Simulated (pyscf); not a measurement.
`[O]1[SiH][O][SiH2][O][SiH2]1` [doublet] + `[F][CH2][F]` → `[O]1[SiH2][O][SiH2][O][SiH2]1` + `[F][CH][F]` [doublet] (hydrogen abstraction; doublet surface; C–H broken, H–Si formed). Optimised with ωB97X-D3(BJ)/def2-SVP in PySCF. Energies in eV from the separated reactants.

```json
[
 {"level": "PBE/def2-TZVP", "barrier": "0.70", "reaction energy": "+0.45"},
 {"level": "B3LYP-D3(BJ)/def2-TZVP", "barrier": "0.70", "reaction energy": "+0.35"},
 {"level": "PBE0-D3(BJ)/def2-TZVP", "barrier": "0.70", "reaction energy": "+0.39"},
 {"level": "M06-2X/def2-TZVP", "barrier": "0.84", "reaction energy": "+0.42"},
 {"level": "ωB97M-D3(BJ)/def2-TZVP", "barrier": "0.77", "reaction energy": "+0.32"},
 {"level": "HF/def2-TZVP", "barrier": "1.38", "reaction energy": "+0.14"}
]
```

The functionals in the table span 0.14 eV in this barrier, from PBE to M06-2X. One saddle was located; it need not be the lowest between these sides. The angle at the transferred H is 140°.
